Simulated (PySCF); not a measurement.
**Working out the ionisation energy of O**

O [He] 2s2 2p4 (3P) → O⁺ [He] 2s2 2p3 (4S). All numbers are calculated (PySCF 2.14, the spin-free X2C one-electron Hamiltonian (Gaussian nucleus), in x2c-TZVPPall with one added diffuse shell each of s, p, d type (6s4p3d1f, 40 functions)). Frozen: 1s2. Energies in hartree (1 hartree = 27.21139 eV):

| part | O (lower) | O⁺ (upper) |
| --- | --- | --- |
| UHF | -74.868206 | -74.426672 |
| CCSD correlation | -0.159481 | -0.111703 |
| (T) | -0.003101 | -0.001582 |

Task: What does Hartree-Fock give?

Result: (-74.426672) − (-74.868206) = 0.441534 hartree = 12.015 eV.

Task: What do CCSD and CCSD(T) give?

Result: The CCSD correlation energies differ by 0.047778 hartree = 1.300 eV and the triples by 0.001519 hartree = 0.041 eV, so CCSD gives 13.315 eV and CCSD(T) 13.356 eV.

Measured between the centres of the two terms (NIST): 13.608 eV, so CCSD(T) (valence) is off by -0.252 eV.

What remains against the reference includes basis incompleteness, the frozen core and higher excitations.
